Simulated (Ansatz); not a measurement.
A calculation on rock-salt CdO returned lattice constant a 4.690 Å, bulk modulus 145 GPa, cohesive energy 3.36 eV/atom, formation enthalpy -1.070 eV/atom.

For reference: lattice constant a 4.696 Å (measured, temperature not stated, not corrected to a static lattice; as tabulated in Gopal et al. (2015), doi:10.1103/physrevb.91.245202); bulk modulus 147 GPa (measured, temperature not stated, not corrected to a static lattice; as tabulated in Gopal et al. (2015), doi:10.1103/physrevb.91.245202); cohesive energy 3.23 ± 0.03 eV/atom (worked out here from tabulated enthalpies at 298 K, copied from a table, unchecked, brought to a static lattice with a Debye model, atoms in their spin–orbit ground levels; inputs from the CRC Handbook); formation enthalpy -1.327 ± 0.002 eV/atom (measured, 0 K, taken to 0 K with the table's H(298.15)-H(0) of compound and elements; zero-point energies not removed; as tabulated in Cox, Wagman, Medvedev, CODATA Key Values for Thermodynamics (1989)).

Q: Which level of theory produced these numbers?
A. PBEsol (Ansatz, a first-principles code)
B. PBE-D4 (Ansatz)
C. PBE (Ansatz)
D. PBE-D3(BJ) (Ansatz)

A: A, PBEsol (Ansatz)

The others give: PBE 4.768 Å, 126 GPa, 2.94 eV/atom, -1.009 eV/atom; PBE-D4 4.727 Å, 135 GPa, 3.25 eV/atom, -1.113 eV/atom; PBE-D3(BJ) 4.726 Å, 135 GPa, 3.23 eV/atom, -1.075 eV/atom.

Unless a cell is named, each level is at its own relaxed cell (PBE 13.55, PBE-D3(BJ) 13.20, PBE-D4 13.20, PBEsol 12.90 Å³/atom).

Ansatz's density-functional and Hartree–Fock values are scalar-relativistic unless marked +SOC, with PAW data made under PBE.
